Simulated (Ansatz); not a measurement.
Cartesian coordinates (Å):
SMILES: [F][Al]([F])[F]
```xyz
4

F     -0.9176    -1.3460    -0.0003
Al     0.0000     0.0000     0.0000
F      1.6244    -0.1217     0.0006
F     -0.7068     1.4677    -0.0003
```
Charge 0, spin multiplicity 1.

Calculation: frozen-core CCSD(T)/cc-pVTZ // PBE0-D4/def2-TZVP (Ansatz, a first-principles code).

| Quantity | Value |
|---|---|
| HF energy | -540.59375 Ha |
| MP2 correlation energy | -0.83056 Ha |

Q: Estimate the CCSD correlation energy, the (T) correction, the total energy and the T1 diagnostic.

A: 
| Property | Value |
|---|---|
| CCSD correlation energy | -0.82675 Ha |
| (T) correction | -0.02290 Ha |
| CCSD(T) total energy | -541.44340 Ha |
| T1 diagnostic | 0.013 |
